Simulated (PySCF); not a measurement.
Compound: CH7NSi.
Bonds: C1–N2, N2–Si3. Hydrogens: H4, H5, H6 on C1; H7 on N2; H8, H9, H10 on Si3.

The same species was optimised twice, with GFN2-xTB and with PBE0-D3(BJ)/def2-SVP (PySCF), and the same property calculations (PySCF, gas phase) were run on both structures.

```csv
coordinate,GFN2-xTB,PBE0-D3(BJ)/def2-SVP,change
Si3–H10 (Å),1.461,1.494,+0.033
Si3–H8 (Å),1.463,1.496,+0.033
Si3–H9 (Å),1.474,1.504,+0.030
C1–H4 (Å),1.088,1.102,+0.014
N2–Si3 (Å),1.718,1.730,+0.012
C1–H6 (Å),1.097,1.108,+0.011
C1–H5 (Å),1.092,1.103,+0.011
N2–H7 (Å),1.009,1.014,+0.005
C1–N2 (Å),1.442,1.443,+0.001
N2–Si3–H10 (°),103.9,107.0,+3.1
N2–Si3–H8 (°),105.8,108.8,+3.0
H8–Si3–H10 (°),113.7,110.9,-2.8
C1–N2–H7 (°),111.4,114.0,+2.6
H9–Si3–H10 (°),109.9,107.7,-2.2
H4–C1–H5 (°),108.6,106.6,-2.0
N2–C1–H6 (°),112.8,114.3,+1.5
H8–Si3–H9 (°),108.0,106.5,-1.5
```

Rotational constants: A = 30206, B = 5268, C = 4882 MHz (GFN2-xTB) against A = 29989, B = 5145, C = 4774 MHz (PBE0-D3(BJ)/def2-SVP).

On the GFN2-xTB structure: C1s of C1 (eV) 291.58 [delta-SCF UKS SCAN, pcX-2 on the ionised atom, pcseg-1 elsewhere, spin-free X2C]; N1s of N2 (eV) 404.40 [delta-SCF UKS SCAN, pcX-2 on the ionised atom, pcseg-1 elsewhere, spin-free X2C]; Si1s of Si3 (eV) 1846.56 [delta-SCF UKS SCAN, pcX-2 on the ionised atom, pcseg-1 elsewhere, spin-free X2C]; Si2p of Si3 (eV) 106.97 [delta-SCF UKS SCAN, pcX-2 on the ionised atom, pcseg-1 elsewhere, spin-free X2C].

**Question.** What do these properties become on the PBE0-D3(BJ)/def2-SVP structure?

**Answer.** 
```json
{"property": "C1s of C1 (eV)", "level": "delta-SCF UKS SCAN, pcX-2 on the ionised atom, pcseg-1 elsewhere, spin-free X2C", "on GFN2-xTB": "291.58", "on PBE0-D3(BJ)/def2-SVP": "291.72", "change": "+0.14"}
{"property": "N1s of N2 (eV)", "level": "delta-SCF UKS SCAN, pcX-2 on the ionised atom, pcseg-1 elsewhere, spin-free X2C", "on GFN2-xTB": "404.40", "on PBE0-D3(BJ)/def2-SVP": "404.53", "change": "+0.13"}
{"property": "Si1s of Si3 (eV)", "level": "delta-SCF UKS SCAN, pcX-2 on the ionised atom, pcseg-1 elsewhere, spin-free X2C", "on GFN2-xTB": "1846.56", "on PBE0-D3(BJ)/def2-SVP": "1846.74", "change": "+0.18"}
{"property": "Si2p of Si3 (eV)", "level": "delta-SCF UKS SCAN, pcX-2 on the ionised atom, pcseg-1 elsewhere, spin-free X2C", "on GFN2-xTB": "106.97", "on PBE0-D3(BJ)/def2-SVP": "107.09", "change": "+0.12"}
```

The heavy atoms differ by 0.010 Å rms after alignment. Among all bonds Si3–H8 and Si3–H10 change most and about equally (+0.033 Å). Changes are differences of the printed values. Neither structure is proved a minimum here.
